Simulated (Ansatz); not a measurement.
[GeH₃···H···BH₂], doublet along the distance Ge1-H5

Starting geometry:

```tsv
atom	x (Å)	y (Å)	z (Å)
Ge	-0.5132	0.0000	0.0000
H	-1.0247	1.4466	0.0000
H	-1.0247	-0.7233	1.2528
H	-1.0247	-0.7233	-1.2528
H	1.0211	0.0000	0.0000
B	2.9878	0.0000	0.0000
H	3.4968	0.0000	1.0770
H	3.4968	0.0000	-1.0770
```

From there H5 is moved from one fragment to the other while all else, the fragments' distance too, stays fixed; atoms are numbered as listed. Energies are in kJ/mol, counted from the starting geometry at the same level.

Basis cc-pVDZ; Ansatz 0.2.0. Correlated methods freeze the noble-gas cores and the filled d shells of p-block atoms. R marks a restricted (for open shells ROHF) determinant, U an unrestricted one. No spin–orbit coupling is included, and no scalar relativity.

Full CI isn't at hand for all of this; UCCSDT(Q) serves as the reference, and is uncertain by about the last step of the cluster series.

| distance Ge1-H5 (Å) | UHF |
| --- | --- |
| 1.534 | 0.0 |
| 1.648 | 7.2 |
| 1.876 | 12.6 |
| 2.103 | -37.2 |
| 2.331 | -76.1 |

Task: Estimate the UCCSDT(Q) curve in cc-pVDZ from this one, knowing how UHF errs.

Result: The computed UCCSDT(Q) values, in kJ/mol from the starting point, and the error of UHF against them:
```
distance Ge1-H5 (Å)  UCCSDT(Q)  UHF less UCCSDT(Q)
              1.534        0.0                 0.0
              1.648        0.2                 7.0
              1.876       -6.1                18.6
              2.103      -51.9                14.6
              2.331      -79.5                 3.4
```

The error spans 18.6 kJ/mol and is largest, 18.6 kJ/mol, at 1.876 Å.
